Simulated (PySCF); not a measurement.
**O: ionisation energy**

O [He] 2s2 2p4 (3P) → O⁺ [He] 2s2 2p3 (4S), as a difference of total energies. All numbers are calculated (PySCF 2.14, scalar relativity by spin-free X2C-1e, in aug-cc-pVDZ-DK). Correlated levels: valence: 1s2 frozen. The calculations carry no spin-orbit coupling.

```tsv
method	ionisation energy (eV)
UHF	12.047
TPSS	14.008
r2SCAN	13.711
MP2 (valence)	13.086
SCS-MP2 (valence)	13.105
CCSD (valence)	13.110
CCSD(T) (valence)	13.138
```

Errors of the correlated levels include the incompleteness of this basis and the frozen core.

Task: Which method comes closest to the reference value, and which is furthest?

Result: The reference is 13.608 eV (measured; NIST levels, between the centres of gravity of the two terms). Closest: r2SCAN (error 0.103 eV); furthest: UHF (error -1.561 eV).
